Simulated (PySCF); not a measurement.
**C₃: structure of the singlet**

The task is one start of a wider search on C₃: the singlet, from a linear chain start. It is relaxed, tested by its Hessian and followed downhill if it is a saddle.

The runs use PySCF 2.14.0; B3LYP, basis C def2-TZVP, no relativity, density fitting.

## 1. Starting geometry

3 atoms, charge 0, spin multiplicity 1.

Bond lengths: C1–C2 1.425 Å, C1–C3 1.425 Å. Angles: C2–C1–C3 180.0°.

```xyz
3
charge 0 multiplicity 1
C     0.0000    0.0000    0.0000
C     0.0000    0.0000    1.4250
C     0.0000    0.0000   -1.4250
```

## 2. First SCF at the start

One driver script runs all steps and calls PySCF; scf.py shows how it sets up the SCF of each step. The optimiser is the driver's own. After this first run the driver tries any further starts and a stability analysis.

Input file scf.py:

```python
from pyscf import gto, scf, dft
mol = gto.M(atom='''
C      0.000000     0.000000     0.000000
C      0.000000     0.000000     1.425000
C      0.000000     0.000000    -1.425000''',
    basis={'C': 'def2-TZVP'},
    charge=0, spin=0)
mf = dft.RKS(mol, xc='B3LYP')
mf.grids.atom_grid = (50, 194)
aux = {'C': 'def2-universal-JKFIT'}
mf = mf.density_fit(auxbasis=aux)
mf.conv_tol = 1e-08
mf.diis_space = 10
mf.max_cycle = 60
mf.init_guess = 'minao'
mf.verbose = 4
mf.kernel()
```

The run is started by

```console
$ OMP_NUM_THREADS=2 python axn.py task.json out
```

The log of the run:

```text
init E= -114.020433945895
  HOMO = -0.288054178028631  LUMO = -0.159939685867555  gap/eV = 3.48617
cycle= 1 E= -114.034435748092  delta_E= -0.014  |g|= 0.278  |ddm|= 1.64
  HOMO = -0.347677741102621  LUMO = -0.204935441703898  gap/eV = 3.88422
cycle= 2 E= -114.002545333571  delta_E= 0.0319  |g|= 0.44  |ddm|= 0.415
  HOMO = -0.349180398804657  LUMO = -0.185625893299624  gap/eV = 4.45054
cycle= 3 E= -114.051197133637  delta_E= -0.0487  |g|= 0.0695  |ddm|= 0.311
  HOMO = -0.343161928349054  LUMO = -0.177413024802628  gap/eV = 4.51026
cycle= 4 E= -114.05249376788  delta_E= -0.0013  |g|= 0.00718  |ddm|= 0.0627
  HOMO = -0.345605241346413  LUMO = -0.179240550957898  gap/eV = 4.52701
cycle= 5 E= -114.052509042103  delta_E= -1.53e-05  |g|= 0.00082  |ddm|= 0.0116
  HOMO = -0.345390461028996  LUMO = -0.179099005612822  gap/eV = 4.52502
cycle= 6 E= -114.052509214584  delta_E= -1.72e-07  |g|= 0.000101  |ddm|= 0.00236
  HOMO = -0.345398444036066  LUMO = -0.179106841743263  gap/eV = 4.52502
cycle= 7 E= -114.05250921721  delta_E= -2.63e-09  |g|= 1.43e-05  |ddm|= 0.000141
  HOMO = -0.34540046085116  LUMO = -0.179108657482601  gap/eV = 4.52503
Extra cycle  E= -114.052509217077  delta_E= 1.32e-10  |g|= 2.66e-05  |ddm|= 3.35e-05
converged SCF energy = -114.052509217077
```

This step, with its further starts and checks, needed 4.7 s of wall time on 2 threads of Arm Neoverse V2, shared host.

The starts that the driver tried:

| start | energy (Eh) |
| --- | --- |
| the minimal-basis guess | -114.052509 |
| a thermally smeared density | -114.052509 |
| a smeared PBE density | -114.052509 |

The test of internal stability and the other starts found no lower closed-shell solution.

## 3. Relaxing the singlet from the linear chain start

The program finds D∞h symmetry in the start, which this walk keeps.

scf.py: that of step 2 with these lines changed.

```diff
@@ -15 +14,0 @@
-mf.init_guess = 'minao'
```

The optimiser's trace:

| step | energy (Eh) | change (kJ/mol) | largest symmetric gradient (Eh/bohr) |
| --- | --- | --- | --- |
| 0 | -114.052509 | 0.00 | 0.12195 |
| 1 | -114.087017 | -90.60 | 0.03827 |
| 2 | -114.088533 | -94.58 | 0.01555 |
| 3 | -114.088892 | -95.52 | 0.00126 |
| 4 | -114.088895 | -95.53 | 0.00004 |

The walk took 3.4 s.

It settles in D∞h symmetry, 95.5 kJ/mol below the start, after 4 steps: C–C 1.287 Å (×2); C–C–C 180.0°.

## 4. Is it a minimum? Harmonic modes

The point is checked on the finer grid, and tightened if its gradient asks for it. The Hessian and the dipole derivatives come from central differences of analytic gradients, with steps of 0.02 bohr.

scf.py: that of step 3 with these lines changed.

```diff
@@ -3,3 +3,3 @@
-C      0.000000     0.000000     0.000000
-C      0.000000     0.000000     1.425000
-C      0.000000     0.000000    -1.425000''',
+C     -0.000000     0.000000     0.000000
+C      0.000000    -0.000000     1.287361
+C     -0.000000     0.000000    -1.287361''',
@@ -9 +9 @@
-mf.grids.atom_grid = (50, 194)
+mf.grids.atom_grid = (75, 302)
@@ -12 +12 @@
-mf.conv_tol = 1e-08
+mf.conv_tol = 1e-10
```

This SCF starts from the last density.

Log of the central SCF (cycles and frontier levels):

```text
init E= -114.088895844967
  HOMO = -0.343402542504297  LUMO = -0.173883096988935  gap/eV = 4.61286
cycle= 1 E= -114.088895844966  delta_E= 5.68e-13  |g|= 6.85e-07  |ddm|= 1.33e-06
  HOMO = -0.343402627656193  LUMO = -0.173883167858946  gap/eV = 4.61286
Extra cycle  E= -114.088895844966  delta_E= 4.83e-13  |g|= 1.87e-06  |ddm|= 1.88e-06
converged SCF energy = -114.088895844966
```

The whole step took 8.3 s.

Geometry: D∞h; C–C 1.287 Å (×2); C–C–C 180.0°.

Harmonic modes (main isotopes):

```json
{"symmetry": "πu", "ω (cm⁻¹)": "125", "IR (km/mol)": "32.3", "μ (u)": "12.00", "type": "bend"}
{"symmetry": "σg+", "ω (cm⁻¹)": "1243", "IR (km/mol)": "0.0", "μ (u)": "12.00", "type": "stretch"}
{"symmetry": "σu+", "ω (cm⁻¹)": "2147", "IR (km/mol)": "862", "μ (u)": "12.00", "type": "stretch"}
```

All wavenumbers are real: a minimum.

Constants and moments:

```yaml
Dipole_moment: 0.00 D
Highest_occupied_level: -9.34 eV
Lowest_empty_level: -4.73 eV
Rotational_constants: 0.4238 cm⁻¹
Zero-point_energy: 21.8 kJ/mol
Principal_polarisabilities: 22.5, 22.5, 49.3 bohr³
Atomisation_energy_without_zero-point_energy: 1340 kJ/mol
Principal_traceless_quadrupole_moments_about_the_centre_of_mass: -6.23, 3.11, 3.11 D Å
Entropy_at_298.15_K_and_1_bar: 233.0 J/(mol K)
Heat_capacity_Cp_at_298.15_K: 46.0 J/(mol K)
Enthalpy_at_298.15_K_above_0_K: 12.32 kJ/mol
Rotational_symmetry_number: 2
```

Populations by atom (charges in e):

| atom | Mulliken | Löwdin | polar tensor | Mayer order to C1 |
| --- | --- | --- | --- | --- |
| C1 | 0.26 | -0.25 | -0.64 | – |
| C2,3 | -0.13 | 0.13 | 0.32 | 1.53 |

Mulliken populations on C1: s 2.98, p 2.72, d 0.03, f 0.01.

## 5. Stability of the closed shell

At the lowest minimum the closed shell is tested against spin polarisation, on the (50, 194) grid. It is stable.

## 6. Results

| quantity | value |
| --- | --- |
| minimum | singlet, D∞h |
| geometry | C–C 1.287 Å (×2); C–C–C 180.0° |
| wavenumbers (cm⁻¹) | 125 (πu), 1243 (σg+), 2147 (σu+) |
| dipole moment | 0.00 D |
| highest occupied, lowest empty level | -9.34, -4.73 eV |
| polar-tensor charge of C1 | -0.64 e |
| zero-point energy | 21.8 kJ/mol |
| entropy at 298.15 K | 233.0 J/(mol K) |
| atomisation energy (no zero-point energy) | 1340 kJ/mol |

The molecule stays D∞h, as typed, and the end point is a minimum. In the infrared the band at 2147 cm⁻¹ (σu+, stretch) leads. C1 has a polar-tensor charge of -0.6 e (a dipole derivative, not a static charge), yet symmetry cancels the bond dipoles. Other starts or spin states, not run here, may lie lower.

The search up to here needed 18 s of wall time on 2 threads of Arm Neoverse V2, shared host.
